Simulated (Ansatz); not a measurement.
Species: C2H2O, SMILES `C=C=O` (charge 0, multiplicity 1).

Task: Give a relaxed geometry from Ansatz (a first-principles code) with PBE0-D3(BJ)/def2-TZVPD.

Result: the end point of this relaxation (outside a Z-matrix the atoms follow the SMILES, hydrogens last).
Cartesian coordinates (Å) in one orientation:
```xyz
5

C     -0.541    -0.001     0.085
C      0.764     0.001     0.006
O      1.918     0.003    -0.065
H     -1.075    -0.937     0.013
H     -1.065     0.933     0.223
```
